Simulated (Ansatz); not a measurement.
Basis-set extrapolation for `[SH]` radical (PBE0-D4/def2-TZVP geometry, frozen core, the Gaussian-basis code of Ansatz). Multiplicity 2, UHF reference.

```csv
,cc-pV(T+d)Z,cc-pV(Q+d)Z
HF,-398.106107,-398.109877
MP2 correlation,-0.151480,-0.164959
CCSD(T) correlation,-0.182910,-0.195709
```

Energies in hartree. Use E(X) = E(∞) + A·exp(−5.46·√X) for Hartree–Fock and E(X) = E(∞) + B·X^(−3.05) for correlation, with X = 3 and 4.

**Question.** What is the CCSD(T) energy at the basis-set limit?

**Answer.** HF limit: -398.109877 + (-0.003770) × 0.30130 = -398.11101. Correlation limit: -0.195709 + (-0.012799) × 0.71189 = -0.20482. Total: -398.31583 hartree, 70.4 kJ/mol below CCSD(T)/cc-pV(T+d)Z.
